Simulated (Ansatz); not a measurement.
One stationary structure of HfN. Method: PBEsol (plane waves to 420 eV, PAW, scalar-relativistic; Ansatz, a program for electronic structure).

```xyz
2
Lattice="0.0000 2.2508 2.2508 2.2508 0.0000 2.2508 2.2508 2.2508 0.0000" Properties=species:S:1:pos:R:3 pbc="T T T"
N      0.0000     0.0000     0.0000
Hf     2.2508     2.2508     2.2508
```

Task: Find the space group and the Wyckoff positions (tolerance 0.01 Å).

Result: Space group Fm-3m (No. 225); a = 4.5017 Å, b = 4.5017 Å, c = 4.5017 Å, α = 90.00°, β = 90.00°, γ = 90.00°

```csv
atom,site,symmetry,x,y,z
N,4a,m-3m,0.0000,0.0000,0.0000
Hf,4b,m-3m,0.5000,0.5000,0.5000
```

This is the rock salt type.

Task: Give the shortest distances between elements (the closest pairs, up to four, under 3.6 Å).

Result: Hf–N 2.25 Å; Hf–Hf 3.18 Å; N–N 3.18 Å.

```json
{
 "volume_per_atom": "11.40 Å³",
 "band_gap": "no gap (metallic)"
}
```

No spin polarisation in the result. The relaxed primitive cell holds an odd number of electrons. A magnetic state may lie lower.

Measured for HfN: a 4.519 Å (0 K or low temperature; as listed in Guo-Xu Zhang et al., New Journal of Physics (2018)). Computed minus measured — a: PBEsol -0.4 %. The computed values are for a static lattice.

The run could not lose the symmetry of its start.

All atoms sit on sites fixed by symmetry, so only the cell could relax.
